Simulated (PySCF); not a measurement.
**Dipole moment and polarisability of `CC(C)C`**

Compound: C4H10.
Geometry (PBE0-D3(BJ)/def2-TZVP, Å), atoms numbered from 1 in this order:
```xyz
14
C4H10 angstrom
C     -0.0901    1.3998   -0.5022
C      0.0804    0.0849    0.2444
C      1.2516   -0.7097   -0.3146
C     -1.2011   -0.7341    0.2033
H      0.8130    2.0126   -0.4425
H     -0.2978    1.2163   -1.5614
H     -0.9207    1.9837   -0.0974
H      0.3004    0.3178    1.2941
H      2.1797   -0.1336   -0.2756
H      1.0700   -0.9771   -1.3606
H      1.4070   -1.6371    0.2427
H     -1.0964   -1.6680    0.7612
H     -2.0424   -0.1804    0.6278
H     -1.4597   -0.9913   -0.8292
```

Level: CAM-B3LYP/aug-cc-pVTZ (PySCF), static field, nuclei fixed, core orbitals frozen in the response. The polarisability tensor in these axes (au):

```
x   54.63 -0.27 -1.20
y   -0.27 54.60 -1.28
z   -1.20 -1.28 49.11
```

Problem. What are the eigenvalues, a third of the trace, and Δα (Δα² = ½Σ(αi − αj)² over the three pairs)?

Solution. Principal values 48.58, 54.88 and 54.88 au; mean 52.78 au = 7.82 Å³ = 8.70 × 10⁻⁴⁰ C²·m²/J; Δα = 6.30 au (12 % of the mean).

Problem. What is the dipole moment?

Solution. 0.14 D at this geometry.

Problem. Refractivity n − 1 of an ideal gas of it at 298.15 K and 1 atm, from the electronic α?

Solution. N = p/kT = 2.4615 × 10¹⁹ cm⁻³, so n − 1 = 2π × N × 7.82 × 10⁻²⁴ cm³ = 1210 × 10⁻⁶ at long wavelengths, for an ideal gas.

Problem. What are the principal values of the traceless quadrupole moment, Θ = ½Σq(3rr − r²1), about the centre of nuclear charge?

Solution. -0.34, -0.34, 0.67 D·Å. The values depend on the origin, since the dipole doesn't vanish. The electronic extent ⟨r²⟩ about the same centre is 352 bohr², a root-mean-square distance of 1.70 Å for the 34 electrons.

Problem. Find the Langevin capture rate constant for NH4+ (18.034 u) meeting this molecule (58.078 u), k = 2.342 × 10⁻⁹ cm³/s × √(α in Å³ / reduced mass in u).

Solution. The reduced mass is 13.76 u, so k = 1.77 × 10⁻⁹ cm³/s.

Problem. What depolarisation ratio follows for Rayleigh scattering of linearly polarised light, taking the static tensor?

Solution. ρ = 3Δα²/(45ᾱ² + 4Δα²) = 119.1/(125351 + 158.8) = 0.000949.

Isolated species at its PBE0-D3(BJ)/def2-TZVP geometry, gas phase.

The run behind these numbers computed excited states as well. Hardware: an Intel Xeon at 2.50 GHz with 2 threads, no GPU, shared host with 64 logical CPUs at a one-minute load of 63. Cost: 2.3 min wall, 4.1 min CPU, 2.0 GiB resident at most.
